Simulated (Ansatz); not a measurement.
## Several solutions for doublet CP

| atom | x (Å) | y (Å) | z (Å) |
| --- | --- | --- | --- |
| C | 0.0000 | 0.0000 | 0.0000 |
| P | 0.0000 | 0.0000 | 4.6800 |

Basis set: def2-SVP (spherical functions). Charge 0, multiplicity 2.

PBE0 (unrestricted) was run from several starts with Ansatz (development build ahead of 0.2.0).

```
run  program                        start  converged  energy (hartree)  <S²>
  A   Ansatz      stability test followed        yes        -378.75569  2.76
  B   Ansatz      atomic start, no search        yes        -378.75569  2.76
  C   Ansatz  search for the lowest state        yes        -378.78257  2.75
```

Question: Which runs reached the lowest solution of this kind, and what is wrong with the others?

Answer: C reached the lowest solution found. Converged but too high: A by 0.73 eV, B by 0.73 eV. Convergence only shows a stationary point, and even a stable one can lie too high; stability tests and further starts are what find lower ones. Caution: charge can spread falsely over distant fragments. Caution: the unrestricted determinant is a mixture of spin states.
